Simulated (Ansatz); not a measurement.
## FH₂Si (charge -1), SMILES F[SiH2-]: a test of scalar relativity, step by step

Computed with the Ansatz DFT code, driven from Python.

Notebook, run cell by cell (the value of a cell's last expression is shown):

**Cell 1**
```python
import warnings

import ansatz
import numpy as np
```

**Cell 2**
```python
GEOMETRY = """
F     1.45980   -0.23720   -0.13960
Si   -0.03280    0.00440    0.39500
H    -0.90730   -1.07460   -0.13060
H    -0.51970    1.30750   -0.12480
"""

warnings.simplefilter("ignore", ansatz.DeckWarning)
```

**Cell 3**
```python
fh2si = ansatz.Crystal.molecule()
for line in GEOMETRY.strip().splitlines():
    symbol, *xyz = line.split()
    fh2si = fh2si.atom(symbol, [float(v) for v in xyz])
```

**Cell 4**
```python
setup = fh2si.calculation().functional("pbe0").charge(-1).forces()
# a set contracted for a scalar-relativistic Hamiltonian goes with the relativistic run
sets = {"none": "cc-pVTZ", "scalar": "cc-pVTZ-DK"}
found = {kind: setup.basis(gaussian=basis).pseudopotentials(relativity=kind).run(threads=1, pin="off").report for kind, basis in sets.items()}
for kind, each in found.items():
    dipole = 4.803205 * np.linalg.norm(each["charge_distribution"]["dipole_moment_e_ang"])
    print(f"{kind:7s} E = {each['free_energy_ev']:.4f} eV  dipole {dipole:.3f} D  largest force component {np.abs(each['forces_ev_ang']).max():.4f} eV/A")
print(f"relativity lowers the total energy by {found['none']['free_energy_ev'] - found['scalar']['free_energy_ev']:.3f} eV")
```
Output:
```text
none    E = -10622.7891 eV  dipole 2.623 D  largest force component 4.1546 eV/A
scalar  E = -10641.7034 eV  dipole 2.611 D  largest force component 4.1707 eV/A
relativity lowers the total energy by 18.914 eV
```

Caveats:
- Total energies depend on the basis set; only differences at equal settings carry meaning.
- The geometry is a force-field or estimated start, not a minimum of this method. The basis set changes with the Hamiltonian (a set recontracted for scalar relativity), and most of the change in the total lies in the cores.
- An ion's dipole depends on the origin; the program takes it about the centre of nuclear charge.
- Anions want diffuse functions, which this basis lacks.
- Hardware and time: 3.1 s on 1 thread of Arm Neoverse V1 (shared host), peak memory 0.2 GiB.
